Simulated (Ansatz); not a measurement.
A made-up structure of CH3OSi (charge +1), closed shell:

```xyz
6
angstrom
C -0.3901 0.4832 -0.2931
Si 0.6439 -0.7978 0.4838
O 1.4892 -1.8443 1.1188
H 0.1779 1.4206 -0.2906
H -1.3084 0.5779 0.2978
H 2.2281 -2.0448 1.7144
```

It is relaxed with PBE-D4/def2-SVP and then PBE0-D4/def2-TZVP (Ansatz 0.2.0). Atoms count as bonded within 1.22 times the sum of their covalent radii (H–H: 0.88 Å). The end point is not checked to be a true minimum.

**Question.** Does its bonding change? (Judge from chemistry; the calculation decides.)

**Answer.** The calculation gives: No: no bond forms or breaks.

Where it ends: The first stage lowers the energy by 0.94 eV in 11 steps. It ends as CH₃OSi ([CH2][Si][OH]), total charge +1:
```csv
atom,x (Å),y (Å),z (Å)
C1,-0.2914,0.4115,-0.1290
Si2,0.7376,-0.4527,0.9613
O3,1.5313,-1.8092,0.9148
H4,0.1180,1.3547,-0.5043
H5,-1.3398,0.4800,0.1778
H6,2.0847,-2.1896,1.6105
```

Labels in which every atom is bracketed show which atoms are joined, not bond orders.

For scale, one of the runs: PBE0-D4/def2-TZVP relaxation, 117 basis functions, launched by `ansatz run in.yaml --threads 2 --pin off --events-out ev --progress --plain --max-ram 4352MiB`. Hardware: 2 CPU threads of an Arm Neoverse N1, shared host. Wall time about 24 s.
